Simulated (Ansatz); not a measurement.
# CH4NSi (doublet): wave-function methods side by side at distance Si1–H5 along a hydrogen transfer = 1.582 Å, cc-pVDZ

Aim: climb from Hartree-Fock through coupled cluster and multireference methods for CH4NSi (doublet) at one geometry and basis, and see what each rung misses.

Method: cc-pVDZ, core rule «outside noble gas», up to 7 orbitals frozen; program: Ansatz 0.2.0, Gaussian basis.

To be run: UHF; CCSD(T) on ROHF; CCSD(T) on UHF; BCCD(T) on ROHF; CISD; CCSDT(Q) on ROHF; CCSDT(Q) on UHF; CASSCF and MRCISD+Q, 3 electrons in 3 orbitals; CASSCF and NEVPT2, 3 electrons in 3 orbitals; CASSCF and MRCISD+Q, 9 electrons in 9 orbitals; CASSCF and NEVPT4(SD), 9 electrons in 9 orbitals; CASSCF and NEVPT2, 9 electrons in 9 orbitals.

## (1) The geometry

The geometry derives from fragments relaxed apart (PBE0/def2-TZVP) and kept rigid, so it is no stationary point. A hydrogen atom is moved between rigid fragments.

7 atoms, charge 0, spin multiplicity 2.

Atoms are counted from 1 here; the program's logs count them from 0.

Bond lengths: Si1–H2 1.485 Å, Si1–H3 1.485 Å, Si1–H4 1.485 Å, Si1–H5 1.582 Å, N6–C7 1.160 Å. Angles: H2–Si1–H3 109.5°, H2–Si1–H4 109.5°, H2–Si1–H5 109.5°, H3–Si1–H4 109.5°, H3–Si1–H5 109.5°, H4–Si1–H5 109.5°.

As a file:

```xyz
7

Si   -1.7393    0.0000    0.0000
H    -2.2341    1.3997    0.0000
H    -2.2341   -0.6999    1.2122
H    -2.2341   -0.6999   -1.2122
H    -0.1573    0.0000    0.0000
N     2.6788    0.0000    0.0000
C     1.5187    0.0000    0.0000
```

## (2) UHF

File in.yaml:

```yaml
crystal:
  periodic: [false, false, false]
  atoms:
    - {symbol: Si, position_ang: [-1.739269, 0.000000, 0.000000]}
    - {symbol: H, position_ang: [-2.234141, 1.399708, 0.000000]}
    - {symbol: H, position_ang: [-2.234140, -0.699854, 1.212183]}
    - {symbol: H, position_ang: [-2.234141, -0.699854, -1.212182]}
    - {symbol: H, position_ang: [-0.157269, 0.000000, 0.000000]}
    - {symbol: N, position_ang: [2.678815, 0.000000, -0.000001]}
    - {symbol: C, position_ang: [1.518731, 0.000000, 0.000000]}
basis:
  gaussian: {orbitals: cc-pVDZ}
magnetization: {spin_polarized: true, initial_magnetization: 1}
hamiltonian: {xc: hf}
output: {orbitals: {seedname: orbitals}}
```

Run with:

```console
ansatz run in.yaml --threads 1 --pin off --events-out ev --progress --plain --max-ram 2816MiB --backend cpu
```

The runs that follow: CCSD(T) on ROHF; CCSD(T) on UHF; BCCD(T) on ROHF; CISD; CCSDT(Q) on ROHF; CCSDT(Q) on UHF; CASSCF and MRCISD+Q, 3 electrons in 3 orbitals; CASSCF and NEVPT2, 3 electrons in 3 orbitals; CASSCF and MRCISD+Q, 9 electrons in 9 orbitals; CASSCF and NEVPT4(SD), 9 electrons in 9 orbitals; CASSCF and NEVPT2, 9 electrons in 9 orbitals.

Q: Predict the results of all the runs planned. Wanted: RCCSDT(Q) below the RHF energy; RMP2 from RCCSDT(Q); UMP2 from RCCSDT(Q); RCCSD from RCCSDT(Q); RCCSD(T) from RCCSDT(Q); UCCSD(T) from RCCSDT(Q); UCCSDT(Q) from RCCSDT(Q); NEVPT2 pair from RCCSDT(Q); MRCISD+Q pair from RCCSDT(Q).

As calculated:

| quantity | value |
| --- | --- |
| RCCSDT(Q) below the RHF energy | -12.3792 eV |
| RMP2 from RCCSDT(Q) | +149.3 kJ/mol |
| UMP2 from RCCSDT(Q) | +213.0 kJ/mol |
| RCCSD from RCCSDT(Q) | +51.7 kJ/mol |
| RCCSD(T) from RCCSDT(Q) | +7.5 kJ/mol |
| UCCSD(T) from RCCSDT(Q) | +10.8 kJ/mol |
| UCCSDT(Q) from RCCSDT(Q) | -0.2 kJ/mol |
| NEVPT2 pair from RCCSDT(Q) | +153.6 kJ/mol |
| MRCISD+Q pair from RCCSDT(Q) | +40.4 kJ/mol |
| NEVPT2 frontier from RCCSDT(Q) | +175.1 kJ/mol |
| levels within 1 kcal/mol (43 meV) | UCCSDT(Q) |
| T1 diagnostic | 0.029 |

**Reading.** RCCSD(T) misses by +7.5 kJ/mol, 0.6 % of the correlation energy. CCSD(T) misses by +7.5 kJ/mol on the restricted determinant and by +10.8 kJ/mol on the unrestricted one; the two need not hold the same state or core. Of the multireference levels listed MRCISD+Q frontier comes nearest in total energy (+15.1 kJ/mol), which doesn't show that its space is the better one. These misses are within one basis, not against nature; the frozen cores of restricted and unrestricted runs differ, which can shift their rows.
